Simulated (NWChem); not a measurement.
# [HO2]− (hydroperoxide(1-)): levels of theory compared

Wanted: a comparison of 6 runs (HF/3-21G, HF/def2-SVP, PBE0/def2-SVP, B3LYP/6-31G*, M06-2X/def2-TZVPPD, CCSD(T)/def2-TZVPPD) of [HO2]− (hydroperoxide(1-)). 

The results are computed with NWChem 7.3.0.

4 further runs of the same task are left out: 4 set aside as unsound or not needed. Runs told in other sessions of the task aren't counted.

## (1) Starting point

[HO2]− has 3 atoms, charge -1, and is taken as a singlet. As SMILES, `[O-]O`. The shape is that of a PBE0-D4/def2-TZVPD optimisation.

Bond lengths: O1–O2 1.479 Å, O2–H3 0.961 Å. Angles: O1–O2–H3 100.1°.

## (2) Energy and forces at HF/3-21G (run 1)

Input file test.xyz:

```xyz
3

O     -0.357760     1.025590    -0.080830
O     -0.242260    -0.445880    -0.180750
H      0.600030    -0.579720     0.261570
```

Input file run.py:

```python
from ase.io import read
from ase.calculators.nwchem import NWChem

system = read('test.xyz')

calc = NWChem(
    label='test',
    theory='scf',
    memory='2200 mb',
    basis='3-21G',
    basispar='spherical bse',
    charge=-1,
    scf={'nopen': '0', 'rhf': None, 'thresh': '1e-08', 'maxiter': '80'},
)
system.calc = calc

forces = system.get_forces()
e = system.get_potential_energy()
print(f"E = {e:.6f} eV")
print("forces (eV/A):")
for s, f in zip(system.symbols, forces):
    print(f"{s:2s} {f[0]:10.5f} {f[1]:10.5f} {f[2]:10.5f}")
print("dipole (e A):", system.get_dipole_moment().round(4))
```

Run with:

```
$ export ASE_NWCHEM_COMMAND="nwchem PREFIX.nwi > PREFIX.nwo"
$ python run.py
```

Log:

```text
E = -4062.437341 eV
forces (eV/A):
O    -0.27876    2.13278    0.08438
O    -0.31074   -1.84451   -0.37250
H     0.58955   -0.28822    0.28812
dipole (e A): [ 0.5871 -0.5474  0.2581]
```

The calculator wrote test.nwi:

```
title "test"

permanent_dir test

scratch_dir test

start test

geometry units angstrom nocenter noautosym noautoz
  O  -3.5776000000000002e-01 1.0255900000000000e+00 -8.0829999999999999e-02
  O  -2.4226000000000000e-01 -4.4588000000000000e-01 -1.8074999999999999e-01
  H  6.0002999999999995e-01 -5.7972000000000001e-01 2.6157000000000002e-01
end

charge -1

memory 2200 mb

basis spherical bse noprint
   * library 3-21G
end

scf
  nopen 0
  rhf
  thresh 1e-08
  maxiter 80
end

task scf gradient
```

test.nwo, cut to the lines that bear on the results:

```text
[...]
      One-electron energy =   -272.323793792801
[... 1 line left out ...]
 Nuclear repulsion energy =     29.527069338859
[... 27 lines left out ...]
                       ROHF Final Molecular Orbital Analysis
[... 169 lines left out ...]
     L   x y z        total         open         nuclear
[...]
  wavefunction    =   RHF
                         RHF ENERGY GRADIENTS
    atom               coordinates                        gradient
                 x          y          z           x          y          z
   1 O      -0.676068   1.938084  -0.152747    0.005421  -0.041476  -0.001641
   2 O      -0.457805  -0.842591  -0.341568    0.006043   0.035870   0.007244
   3 H       1.133892  -1.095512   0.494296   -0.011465   0.005605  -0.005603
[...]
```

It took 1.3 s on 1 thread of Intel Xeon Platinum 8488C (Sapphire Rapids), shared host; peak memory 0.1 GiB.

## (3) Energy and gradient at HF/def2-SVP (run 2)

Input file ho2.xyz:

```xyz
3

O     -0.357760     1.025590    -0.080830
O     -0.242260    -0.445880    -0.180750
H      0.600030    -0.579720     0.261570
```

Input file ho2.nw:

```
start ho2
memory 2200 mb
charge -1

geometry noautosym nocenter noautoz
   load format xyz ho2.xyz
end

basis spherical bse
   * library def2-SVP
end

scf
   thresh 1e-08
   maxiter 80
end

task scf gradient
```

Run with:

```
$ nwchem ho2.nw > ho2.out
```

Log:

```text
[...]
  functions       =    33
[...]
  wavefunction    = RHF
[...]
         Total SCF energy =   -150.006688430189
      One-electron energy =   -272.602778727916
      Two-electron energy =     93.069020958869
 Nuclear repulsion energy =     29.527069338859
        Time for solution =      0.5s
[...]
                         RHF ENERGY GRADIENTS
    atom               coordinates                        gradient
                 x          y          z           x          y          z
   1 O      -0.676068   1.938084  -0.152747    0.000679   0.005497   0.000976
   2 O      -0.457805  -0.842591  -0.341568   -0.018719  -0.004571  -0.010664
   3 H       1.133892  -1.095512   0.494296    0.018040  -0.000926   0.009688
[...]
```

It took 1.2 s on 1 thread of Intel Xeon Platinum 8488C (Sapphire Rapids), shared host; peak memory 0.099 GiB.

Runs 3 to 5 aren't shown in full; the table further down has their settings and results.

## (4) The energy at CCSD(T)/def2-TZVPPD (run 6)

Input file struct.nw:

```
echo
start struct
title "hydroperoxide(1-)"
memory 2200 mb
charge -1
geometry units angstroms noautosym nocenter noautoz
   O       -0.357760       1.025590      -0.080830
   O       -0.242260      -0.445880      -0.180750
   H        0.600030      -0.579720       0.261570
end
basis spherical bse
   * library def2-TZVPPD
end
scf
   thresh 1e-08
   maxiter 80
end
ccsd
   freeze core 2
   maxiter 60
end
task ccsd(t) energy
```

Run with:

```
$ nwchem struct.nw > struct.out
```

Log:

```text
[...]
  functions       =    97
[...]
  wavefunction    = RHF
[...]
         Total SCF energy =   -150.224954637922
      One-electron energy =   -272.128408911388
      Two-electron energy =     92.376384934608
 Nuclear repulsion energy =     29.527069338859
        Time for solution =     13.2s
[...]
 Total MP2 energy:           -150.732871730216345
[...]
             energy      energy      error      ampl     ampl      Block
                                                time     time      time
[...]
 Total CCSD energy:           -150.735125380146570
[...]
 Total CCSD+T(CCSD) energy:           -150.758680762807415
[...]
 Total CCSD(T) energy:                -150.756957836477426
[...]
```

Run time: 2.1 min. Hardware: 1 thread of Intel Xeon Platinum 8488C (Sapphire Rapids), shared host; peak memory 0.22 GiB.

## (5) All runs side by side

| run | level | iteration cap | module | energy (Eh) | HOMO energy (eV) | LUMO energy (eV) | HOMO–LUMO gap (eV) | wall time |
| --- | --- | --- | --- | --- | --- | --- | --- | --- |
| 1 | HF/3-21G | 80 | scf | -149.291820 | -0.58 | 15.15 | 15.72 | 1.3 s |
| 2 | HF/def2-SVP | 80 | scf | -150.006688 | -1.83 | 11.71 | 13.54 | 1.2 s |
| 3 | PBE0/def2-SVP | 100 | dft | -150.611352 | – | – | – | 3.6 s |
| 4 | B3LYP/6-31G* (Cartesian functions) | 100 | dft | -150.886071 | – | – | – | 3.6 s |
| 5 | M06-2X/def2-TZVPPD | 100 | dft | -150.944428 | -0.35 | 4.93 | 5.28 | 17 s |
| 6 | CCSD(T)/def2-TZVPPD | 80 | ccsd(t) | -150.756958 | -2.98 | 6.27 | 9.25 | 2.1 min |

## (6) Outcome

| quantity | value |
| --- | --- |
| run 6: total energy | -150.75696 Eh |
| run 6: HOMO energy (Hartree–Fock orbitals) | -2.98 eV |
| run 6: LUMO energy (Hartree–Fock orbitals) | 6.27 eV |
| run 6: HOMO–LUMO gap (to an unbound level, set by the basis) | 9.25 eV |
| run 6: correlation energy (2 core orbitals frozen) | -532.0 mEh |
| run 6: (T) correction | -21.83 mEh |

Over runs 1, 2, 5 the HOMO–LUMO gap runs from 5.28 eV (M06-2X/def2-TZVPPD) to 15.72 eV (HF/3-21G). The two ends differ in method and basis. The empty levels of an anion lie above zero and hang on the basis. Totals of different functionals can't be ranked against each other. All runs together took 2.6 min, the longest 2.1 min.
